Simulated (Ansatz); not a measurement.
# AlH (singlet): the correlation ladder at distance Al1–H2 = 1.519 Å, cc-pVQZ

How much of the correlation energy of AlH (singlet) does each wave-function method recover here?

Program: Ansatz 0.2.0, Gaussian basis. Level of theory: cc-pVQZ, core rule «outside noble gas», up to 5 orbitals frozen. These are calculated values, not measurements.

To be run: UHF; CCSD(T) on RHF; CCSD(T) on UHF; BCCD(T) on RHF; CCSDT(Q) on RHF; CCSDT(Q) on UHF; CASSCF and NEVPT2, 4 electrons in 5 orbitals; Full CI.

17 further runs of the same task are left out: 10 that didn't finish, 7 set aside as unsound or not needed.

### 1 What is computed

The geometry derives from a PBE0/def2-TZVP stationary point (not a proven minimum). One bond is set to the value named and the two fragments are kept rigid.

2 atoms, charge 0, spin multiplicity 1.

Atoms are counted from 1 here; the program's logs count them from 0.

Bond lengths: Al1–H2 1.519 Å.

### 2 UHF

The input, in.yaml:

```yaml
crystal:
  periodic: [false, false, false]
  atoms:
    - {symbol: Al, position_ang: [0.000000, 0.000000, 0.000000]}
    - {symbol: H, position_ang: [0.000000, 0.000000, 1.519000]}
basis:
  gaussian: {orbitals: cc-pVQZ}
magnetization: {spin_polarized: true, initial_magnetization: 0}
hamiltonian: {xc: hf}
output: {orbitals: {seedname: orbitals}}
```

Run with:

```sh
$ ansatz run in.yaml --threads 1 --pin off --events-out ev --progress --plain --max-ram 2393MiB
```

After this run come: CCSD(T) on RHF; CCSD(T) on UHF; BCCD(T) on RHF; CCSDT(Q) on RHF; CCSDT(Q) on UHF; CASSCF and NEVPT2, 4 electrons in 5 orbitals; Full CI.

**Question.** What will the summary of the whole plan be? Wanted: FCI below the RHF energy; RMP2 from FCI; RCCSD from FCI; RCCSD(T) from FCI; RCCSDT(Q) from FCI; NEVPT2 valence from FCI; T1 diagnostic; effectively unpaired electrons.

**Answer**, as computed:

```
                         quantity                                 value
         FCI below the RHF energy                            -2.3559 eV
                    RMP2 from FCI                       +12.93 kcal/mol
                   RCCSD from FCI                        +1.20 kcal/mol
                RCCSD(T) from FCI                        +0.25 kcal/mol
               RCCSDT(Q) from FCI                        +0.01 kcal/mol
          NEVPT2 valence from FCI                        +8.94 kcal/mol
levels within 1 kcal/mol (43 meV)  RCCSD(T), BCCD(T), RCCSDT, RCCSDT(Q)
                    T1 diagnostic                                 0.014
   effectively unpaired electrons                                  0.10
```

**Reading.** RCCSD(T) misses by +0.25 kcal/mol, 0.5 % of the correlation energy. One determinant dominates. These misses are within one basis, not against nature.
